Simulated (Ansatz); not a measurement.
Process, species as SMILES: O (H2O) → [OH] (OH) + H atom
B3LYP-D3(BJ)/def2-TZVP geometries, fixed; electronic energies without zero-point terms.
Largest species:
```xyz
3

O      0.0070     0.0013     0.1167
H     -0.0500     0.7593    -0.4742
H     -0.0062    -0.7700    -0.4592
```
Charge 0, spin multiplicity 1.

Basis-set convergence of the bond dissociation energy at wB97M-V with Ansatz (a quantum-chemistry and plane-wave program). All functions are spherical. The program fits the integrals of some runs and decomposes those of others, by size. Open shells are unrestricted. The functional holds VV10 correlation; no added dispersion term, no relativity. Functions are those of the species that has most. Reference: the value in aug-cc-pV5Z, 124.47 kcal/mol, itself unsure by roughly 0.03 kcal/mol (its mean distance from pcseg-4, aug-pcseg-3, aug-cc-pVQZ).

| basis | functions | bond dissociation energy (kcal/mol) |
|---|---|---|
| 3-21G | 13 | ? |
| pcseg-1 | 24 | 120.62 |
| def2-SVPD | 39 | ? |
| aug-cc-pVDZ | 41 | 124.20 |
| def2-TZVP | 43 | ? |
| jun-cc-pV(T+d)Z | 67 | 124.27 |
| 6-311++G(3df,3pd) | 75 | 124.75 |
| cc-pVQZ | 115 | 124.01 |
| pcseg-3 | 126 | 124.50 |
| def2-QZVPPD | 132 | ? |
| cc-pV5Z | 201 | 124.35 |
| pcseg-4 | 223 | 124.48 |
| aug-cc-pV5Z | 287 | 124.47 |

Question: Fill in the missing entries.

Answer: 
- 3-21G, bond dissociation energy (kcal/mol): 112.39
- def2-SVPD, bond dissociation energy (kcal/mol): 126.27
- def2-TZVP, bond dissociation energy (kcal/mol): 122.64
- def2-QZVPPD, bond dissociation energy (kcal/mol): 124.43
